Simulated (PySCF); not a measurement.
Species: CH₆NSi (doublet state).
Structure used (GFN2-xTB), in Å, numbered top down from 1:
```xyz
9
CH6NSi angstrom
C      1.478   -0.387   -0.091
N      0.400    0.240    0.469
Si    -1.248    0.146   -0.049
H      1.336   -0.923   -1.005
H      2.460   -0.210    0.297
H      0.625    0.745    1.312
H     -1.754   -1.233    0.008
H     -1.349    0.609   -1.438
H     -1.934    1.020    0.898
```

The hyperfine couplings belong to this conformer and change with its torsions.

As a line formula: `[CH2]N[SiH3]` [radical].

Method used: UKS B3LYP, pcH-1 on C H N Si, non-relativistic, mean-field spin-orbit, GIAO in PySCF. One conformer (not necessarily the lowest) at the GFN2-xTB geometry, without solvent, vibrations or thermal averaging. A GFN2-xTB geometry isn't a minimum of the functional, and hyperfine couplings can be far from their values at a DFT geometry. The SCF solution wasn't tested for stability.

Task: Give the principal g shifts and their parts.

Result: 
| Δg (ppm) | 1 | 2 | 3 |
| --- | --- | --- | --- |
| relativistic mass correction | -159 | -159 | -159 |
| gauge correction | 1 | 36 | 31 |
| orbital Zeeman/spin–orbit | -10 | 792 | 1152 |
| total | -168 | 669 | 1024 |

So g = 2.00215, 2.00299, 2.00334 and g_iso = 2.00283; the tensor is rhombic: the two nearest values differ by 30 % of g3 − g1. Axes: g3 points within 13° of the C1–H5 bond.

Task: How much does each term add to the isotropic shift?

Result: The orbital-Zeeman/spin–orbit term 644, the mass correction -159 and the gauge correction 23 ppm, for a total of 508 ppm. The orbital-Zeeman/spin–orbit term is the largest in size. The mass correction is the same along every axis, so the anisotropy comes from the other two: their spans along these axes are 36 (gauge) and 1162 ppm (orbital Zeeman/spin–orbit).

Task: What are the electron Larmor frequencies g μB B/h along the three axes at 340 mT?

Result: 9.5277, 9.5317, 9.5334 GHz for g1, g2 and g3, a range of 5.7 MHz.

Task: At 34.001 GHz, how far is the centre of the isotropic spectrum from where a free electron (g = 2.002319) resonates?

Result: B = hν/(g μB) with μB/h = 13.99624 MHz/mT gives 1213.24 mT for the free electron and 1212.93 mT at g_iso, 0.31 mT lower.

Task: In a frozen sample, at which fields do the three g values resonate at 9.5, 34, 94 and 263 GHz (hyperfine left aside), and which band first spreads them over more than twice a line width of 0.5 mT?

Result: 
```
band    GHz  B(g3) mT  B(g2) mT  B(g1) mT  spread mT
   X    9.5    338.81    338.87    339.01       0.20
   Q   34.0   1212.58   1212.80   1213.31       0.72
   W   94.0   3352.44   3353.03   3354.44       2.00
   J  263.0   9379.70   9381.36   9385.28       5.58
```

The spread grows in proportion to the frequency. W band is the first where it exceeds 1.0 mT.

The Mulliken spin populations are largest on C1 (+0.90) and N2 (+0.14). The angles at C1 add up to 359.3°, so it is planar; its axial dipolar tensor and the negative couplings of its protons fit spin in a p orbital normal to that plane.

The HOMO–LUMO gaps are 4.16 eV among the α and 7.52 eV among the β orbitals.
